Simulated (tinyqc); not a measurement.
Inside a calculation. Method: UHF in the sto-6g basis, for NH, spin multiplicity 3. This run ends on a higher stationary point, not on the lowest solution. One step of it, computed by the program tinyqc.

Task: Iteration 3: building the Fock matrix. J_ij = sum D_kl (ij|kl) with D = D(alpha) + D(beta), K_ij = sum D_kl (ik|jl) for each spin; F = H + J - K(s); E = tr D H + tr D J / 2 - 0.5 sum_s tr D(s) K(s) + E_nn.

D(alpha) after iteration 2:
```
,1N 1s,1N 2s,1N 2px,1N 2py,1N 2pz,2H 1s
1N 1s,1.054988,-0.240039,0.000000,0.000000,0.022304,-0.001160
1N 2s,-0.240039,1.050049,0.000000,0.000000,-0.115186,-0.023161
1N 2px,0.000000,0.000000,1.000000,0.000000,0.000000,0.000000
1N 2py,0.000000,0.000000,0.000000,1.000000,0.000000,0.000000
1N 2pz,0.022304,-0.115186,0.000000,0.000000,0.535574,0.403550
2H 1s,-0.001160,-0.023161,0.000000,0.000000,0.403550,0.308031
```

D(beta) after iteration 2:
```
,1N 1s,1N 2s,1N 2px,1N 2py,1N 2pz,2H 1s
1N 1s,1.054682,-0.238899,0.000000,0.000000,0.031108,0.002133
1N 2s,-0.238899,1.046583,0.000000,0.000000,-0.153124,-0.049774
1N 2px,0.000000,0.000000,0.000000,0.000000,0.000000,0.000000
1N 2py,0.000000,0.000000,0.000000,0.000000,0.000000,0.000000
1N 2pz,0.031108,-0.153124,0.000000,0.000000,0.317328,0.405198
2H 1s,0.002133,-0.049774,0.000000,0.000000,0.405198,0.539255
```

core Hamiltonian H = T + V (hartree):
```
,1N 1s,1N 2s,1N 2px,1N 2py,1N 2pz,2H 1s
1N 1s,-24.760723,-5.400053,0.000000,0.000000,-0.006423,-0.339973
1N 2s,-5.400053,-6.515788,0.000000,0.000000,-0.077141,-0.985906
1N 2px,0.000000,0.000000,-5.233954,0.000000,0.000000,0.000000
1N 2py,0.000000,0.000000,0.000000,-5.233954,0.000000,0.000000
1N 2pz,-0.006423,-0.077141,0.000000,0.000000,-5.273371,-0.905168
2H 1s,-0.339973,-0.985906,0.000000,0.000000,-0.905168,-2.731488
```

Two-electron integrals (ij|kl) in chemists' order, unique and non-zero (hartree):
```
i,j,k,l,(ij|kl)
1,1,1,1,4.168742
2,1,1,1,0.583648
2,1,2,1,0.104114
2,2,1,1,0.968487
2,2,2,1,0.214450
2,2,2,2,0.708398
3,1,3,1,0.022075
3,2,3,1,0.033611
3,2,3,2,0.156576
3,3,1,1,0.968488
3,3,2,1,0.214450
3,3,2,2,0.708398
3,3,3,3,0.763241
4,1,4,1,0.022075
4,2,4,1,0.033611
4,2,4,2,0.156576
4,3,4,3,0.041133
4,4,1,1,0.968488
4,4,2,1,0.214450
4,4,2,2,0.708398
4,4,3,3,0.680975
4,4,4,4,0.763241
5,1,5,1,0.022075
5,2,5,1,0.033611
5,2,5,2,0.156576
5,3,5,3,0.041133
5,4,5,4,0.041133
5,5,1,1,0.968488
5,5,2,1,0.214450
5,5,2,2,0.708398
5,5,3,3,0.680975
5,5,4,4,0.680975
5,5,5,5,0.763241
6,1,1,1,0.038551
6,1,2,1,0.006609
6,1,2,2,0.013375
6,1,3,3,0.013340
6,1,4,4,0.013340
6,1,5,1,0.000371
6,1,5,2,0.000738
6,1,5,5,0.013444
6,1,6,1,0.000429
6,2,1,1,0.122664
6,2,2,1,0.027677
6,2,2,2,0.104914
6,2,3,3,0.102663
6,2,4,4,0.102663
6,2,5,1,0.002461
6,2,5,2,0.020034
6,2,5,5,0.109415
6,2,6,1,0.001791
6,2,6,2,0.022782
6,3,3,1,0.002583
6,3,3,2,0.015634
6,3,5,3,0.003764
6,3,6,3,0.002517
6,4,4,1,0.002583
6,4,4,2,0.015634
6,4,5,4,0.003764
6,4,6,4,0.002517
6,5,1,1,0.111403
6,5,2,1,0.025420
6,5,2,2,0.102005
6,5,3,3,0.097613
6,5,4,4,0.097613
6,5,5,1,0.004419
6,5,5,2,0.032798
6,5,5,5,0.110789
6,5,6,1,0.001699
6,5,6,2,0.026451
6,5,6,5,0.032674
6,6,1,1,0.322879
6,6,2,1,0.074042
6,6,2,2,0.320184
6,6,3,3,0.309042
6,6,4,4,0.309042
6,6,5,1,0.006284
6,6,5,2,0.072537
6,6,5,5,0.342467
6,6,6,1,0.004797
6,6,6,2,0.099750
6,6,6,5,0.128214
6,6,6,6,0.774999
```

nuclear repulsion = 2.26559051 hartree

Give: Coulomb J; exchange K(alpha); exchange K(beta); F(alpha); F(beta); total energy of this density.

Result:

Coulomb J (hartree):
```
,1N 1s,1N 2s,1N 2px,1N 2py,1N 2pz,2H 1s
1N 1s,13.465,2.293,0.000,0.000,-0.004,0.147
1N 2s,2.293,5.765,0.000,0.000,0.031,0.864
1N 2px,0.000,0.000,5.753,0.000,0.000,0.000
1N 2py,0.000,0.000,0.000,5.753,0.000,0.000
1N 2pz,-0.004,0.031,0.000,0.000,5.789,0.855
2H 1s,0.147,0.864,0.000,0.000,0.855,3.003
```

exchange K(alpha) (hartree):
```
,1N 1s,1N 2s,1N 2px,1N 2py,1N 2pz,2H 1s
1N 1s,4.283,0.669,0.000,0.000,0.001,0.048
1N 2s,0.669,1.166,0.000,0.000,-0.031,0.205
1N 2px,0.000,0.000,1.001,0.000,0.000,0.000
1N 2py,0.000,0.000,0.000,1.001,0.000,0.000
1N 2pz,0.001,-0.031,0.000,0.000,0.761,0.260
2H 1s,0.048,0.205,0.000,0.000,0.260,0.378
```

exchange K(beta) (hartree):
```
,1N 1s,1N 2s,1N 2px,1N 2py,1N 2pz,2H 1s
1N 1s,4.234,0.595,0.000,0.000,0.000,0.042
1N 2s,0.595,0.817,0.000,0.000,-0.059,0.176
1N 2px,0.000,0.000,0.187,0.000,0.000,0.000
1N 2py,0.000,0.000,0.000,0.187,0.000,0.000
1N 2pz,0.000,-0.059,0.000,0.000,0.517,0.251
2H 1s,0.042,0.176,0.000,0.000,0.251,0.538
```

F(alpha) (hartree):
```
,1N 1s,1N 2s,1N 2px,1N 2py,1N 2pz,2H 1s
1N 1s,-15.579,-3.777,0.000,0.000,-0.011,-0.241
1N 2s,-3.777,-1.917,0.000,0.000,-0.015,-0.327
1N 2px,0.000,0.000,-0.482,0.000,0.000,0.000
1N 2py,0.000,0.000,0.000,-0.482,0.000,0.000
1N 2pz,-0.011,-0.015,0.000,0.000,-0.245,-0.311
2H 1s,-0.241,-0.327,0.000,0.000,-0.311,-0.106
```

F(beta) (hartree):
```
,1N 1s,1N 2s,1N 2px,1N 2py,1N 2pz,2H 1s
1N 1s,-15.529,-3.702,0.000,0.000,-0.010,-0.235
1N 2s,-3.702,-1.567,0.000,0.000,0.013,-0.298
1N 2px,0.000,0.000,0.332,0.000,0.000,0.000
1N 2py,0.000,0.000,0.000,0.332,0.000,0.000
1N 2pz,-0.010,0.013,0.000,0.000,-0.001,-0.301
2H 1s,-0.235,-0.298,0.000,0.000,-0.301,-0.266
```

total energy of this density = -54.68191 hartree
